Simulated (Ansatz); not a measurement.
# CN2O2: the cost of one run

Program: Ansatz 0.2.0. Level of theory: the levels named in each step. These are calculated values, not measurements.

## Step 1: The system as given

Bond lengths: N1–N2 1.098 Å, O3–C4 1.143 Å, C4–O5 1.144 Å. Angles: O3–C4–O5 179.6°.

Coordinates:

```xyz
5

N    -0.5393    1.8192   -1.8426
N    -0.0330    0.9613   -1.3807
O     0.9120   -1.6709    0.6294
C     0.1826   -0.8839    1.0234
O    -0.5481   -0.0997    1.4242
```

## Step 2: A rough first relaxation, PBE-D4/def2-SVP

input.yaml

```yaml
crystal:
  periodic: [false, false, false]
  atoms:
    - { symbol: "N", position_ang: [-0.53929, 1.81921, -1.84258] }
    - { symbol: "N", position_ang: [-0.03296, 0.96125, -1.38072] }
    - { symbol: O, position_ang: [0.91204, -1.67092, 0.62938] }
    - { symbol: C, position_ang: [0.18258, -0.88385, 1.02342] }
    - { symbol: O, position_ang: [-0.54813, -0.09973, 1.42418] }
basis:
  gaussian: { orbitals: def2-SVP }
hamiltonian:
  xc: pbe
  dispersion: d4
relax:
  f_tol: 0.03
  max_steps: 200
```

Command:

```bash
$ ansatz run input.yaml --threads 4 --pin off --max-ram 10240MiB --backend cpu --events-out ev --progress --plain --runs-dir out
```

What time and memory should one allow on 4 threads of Arm Neoverse N1, shared host?

About 7.9 s, with a peak of 0.12 GiB.
